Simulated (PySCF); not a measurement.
**CH₄ClO−, a complex of two parts as drawn: interaction energy**

The task here is to estimate one member of a computed series from the others.

Programs: PySCF 2.14.0. All values are calculated, for the isolated system unless a continuum is named. Atoms count from 0, parts from 1.

## The system as given

7 atoms, charge -1, multiplicity 1; geometry: GFN2-xTB. Parts: 1 = atoms 0–1, `Cl`, charge 0; 2 = atoms 2–6, `C[O-]`, charge -1. In the given geometry H1 has moved to O3 of another part (0.96 Å), so values for the parts refer to these atom groups.

Set-up of the first run:

What the job is given:

```
{"job": {"xc": "PBE0", "basis": "def2-SVPD", "d3": "d3bj", "grid": 2, "kind": "geom", "shake": 0.01}, "charge": -1, "multiplicity": 1, "parts": [{"atoms": "0-1", "charge": 0, "multiplicity": 1}, {"atoms": "2-6", "charge": -1, "multiplicity": 1}]}
Cl     0.776792     0.181505     0.023195
H     -1.236284    -0.083117    -0.197837
C     -2.113358    -0.721816    -1.800321
O     -2.130539    -0.271462    -0.477838
H     -3.115336    -0.947185    -2.136396
H     -1.665608     0.043692    -2.460818
H     -1.477936    -1.632996    -1.882787
```

Started as:

```
$ OMP_NUM_THREADS=1 python cluster_run.py task.json out
```

One launch serves the whole session: the jobs run in the order shown.

Among the steps run: Optimising the geometry at PBE0-D3(BJ)/def2-SVPD; Coupled-cluster interaction energy: CCSD(T) and MP2.

One of the session's tables, all rows but one given; the rest of the session is left out.

It belongs to the step «Coupled-cluster interaction energy: CCSD(T) and MP2». 

| method | interaction energy (kcal/mol) |
| --- | --- |
| HF/aug-cc-pVDZ | -161.13 |
| MP2/aug-cc-pVDZ | -140.94 |
| CCSD/aug-cc-pVDZ | -137.12 |
| CCSD(T)/aug-cc-pVDZ | ? |
| HF/aug-cc-pVTZ | -161.46 |
| MP2/aug-cc-pVTZ | -143.69 |
| SCS-MP2/aug-cc-pVTZ | -141.39 |
| MP2, extrapolated | -144.71 |
| CCSD(T), limit estimate | -137.36 |

Estimate the missing values for CCSD(T)/aug-cc-pVDZ.

**Answer.** interaction energy (kcal/mol): -133.59. In the column «interaction energy (kcal/mol)» it is the highest.

At this geometry H1 has moved to O3 of another part (0.99 Å), so this energy is mostly that of cutting a chemical bond between strained fragments, not an intermolecular interaction.

To keep in mind: At this geometry a test (T1, the size of the triples or of CCSD(T) less MP2, charge moved between the parts) flags the run, so its CCSD(T) estimate is not taken as a benchmark. The interaction energy leaves out the deformation of the parts, 75.64 kcal/mol at MP2. So large a deformation means that a part is far from its own minimum, so a sum across the two methods would be rough.
